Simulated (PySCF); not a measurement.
# Beryllium: a sound run and one with changed settings

Sound run: Be [He] 2s2, Be⁺ [He] 2s1. Calculation: PySCF 2.14, in aug-cc-pVDZ (4s3p2d, 23 functions); the non-relativistic Hamiltonian (point nucleus). In the sound run the correlated levels freeze 1s2. The sound run starts from symmetry-adapted Hartree-Fock orbitals and uses a fine grid where one is needed.

Changed run: initial guess atom, at most 50 SCF cycles, level shift 0.5 hartree.

```csv
species,method,sound run (hartree),changed run (hartree),converged
Be,UHF,-14.57238,-14.57238,yes
Be,PBE0,-14.63516,-14.63516,yes
Be,BP86,-14.65742,-14.65742,yes
Be,MP2,-14.59815,-14.58516,yes
Be,CCSD(T),-14.61690,-14.61690,yes
Be⁺,UHF,-14.27563,-14.27563,yes
Be⁺,PBE0,-14.30398,-14.30398,yes
Be⁺,BP86,-14.32116,-14.32116,yes
```

Ionisation energy of Be:

```tsv
method	sound run (eV)	changed run (eV)
UHF	8.075	8.075
PBE0	9.012	9.012
BP86	9.150	9.150
MP2	8.776	8.423
SCS-MP2	8.916	8.492
CCSD	9.286	9.286
CCSD(T)	9.286	9.286
CCSDT	9.286	9.286
FCI	9.286	9.286
```

A level shift leaves the converged SCF energy unchanged but raises the virtual orbital energies, which shrinks MP2 if it is not removed.

For comparison, NIST gives 9.323 eV between the lowest levels.
